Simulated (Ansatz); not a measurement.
A structure relaxed at PBE0-D4/def2-TZVP, charge 0, multiplicity 1:

Cartesian coordinates in Å:
```
Al -1.259 0.976 -0.566
S -0.154 -0.799 -1.193
Al 1.246 -1.044 0.464
H -0.913 1.695 0.799
H -2.395 1.474 -1.545
H 2.239 -2.269 0.363
H 1.236 -0.032 1.678
```

(1) Give its formula and SMILES.

(2) Point group (tolerance 0.08 Å, 0.16 Å for H)?

(3) Summarise the bond lengths by kind.

Answers

(1) Al2H4S, `[AlH2][S][AlH2]`.

(2) C2v.

(3) 2 × Al–S 2.183 Å; 4 × Al–H 1.580 to 1.581 Å.

Results of the Gaussian-basis code of Ansatz.
